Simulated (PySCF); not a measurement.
Worked example: building the atomization energy of P2, singlet

Measured: the G2/97 heats of formation, with zero-point and thermal terms from B3LYP taken off, give an electronic atomization energy of 117.2 kcal/mol (Curtiss et al., J. Chem. Phys. 106, 1063 (1997); Staroverov et al., J. Chem. Phys. 119, 12129 (2003)). The calculation below tries to reproduce it.

Geometry (MP2(full)/6-31G*, from the G2/97 set):

| atom | x (Å) | y (Å) | z (Å) |
| --- | --- | --- | --- |
| P | 0.0000 | 0.0000 | 0.0000 |
| P | 0.0000 | 0.0000 | 1.9323 |

Atomization energies (atoms less molecule, kcal/mol) from PySCF 2.14.0, frozen cores, restricted molecule, unrestricted atoms (their steps beyond CCSDT from full CI of the atoms), sets cc-pV(D+d)Z, cc-pV(T+d)Z, cc-pV(Q+d)Z:

```csv
level,DZ,TZ,QZ
HF,31.67,35.53,36.15
CCSD(T),92.34,105.08,111.20
CCSDT,92.23,–,–
CCSDT(Q),93.36,–,–
```

**Question.** Extrapolate Hartree–Fock with exp(−5.46 √X) and the CCSD(T) correlation part with X⁻³ (X = 3, 4), add each higher step from the largest set that has it, and compare with the measured value.

**Answer.** Hartree–Fock: 36.15 + (36.15 − 35.53) × 0.301 = 36.34.
Correlation: TZ 69.55, QZ 75.05; (64 × 75.05 − 27 × 69.55) / 37 = 79.06.
Full triples (DZ): 92.23 − 92.34 = -0.11.
(Q) (DZ): 93.36 − 92.23 = 1.13.
Sum: 116.4 kcal/mol, 0.8 below the measured 117.2.

The steps beyond CCSD(T) add 1.02 kcal/mol, while going from QZ to the limit adds 4.20. Core correlation, scalar relativity, spin–orbit terms and the relaxation from this MP2 geometry are missing from the sum, and the measured value has its own uncertainty.
